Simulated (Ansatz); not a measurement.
Input for Ansatz (development build ahead of 0.2.0):

```yaml
crystal:
  periodic: [false, false, false]
  atoms:
    - { symbol: Si, position_ang: [0.0, 0.0, -0.7248] }
    - { symbol: O, position_ang: [0.0, 0.0, 0.7248] }
basis:
  gaussian: { orbitals: "6-31G" }
magnetization:
  spin_polarized: true
hamiltonian:
  xc: hf
correlation:
  method: ccsd_t
  frozen_orbitals: { O: 1, Si: 5 }
```

The input is written out in the form of the current development build from the run's settings.

Results

```
Converged          : yes
Reference energy   : -363.68916 hartree
Correlation energy : -0.19477 hartree
Total energy       : -363.88392 hartree
```
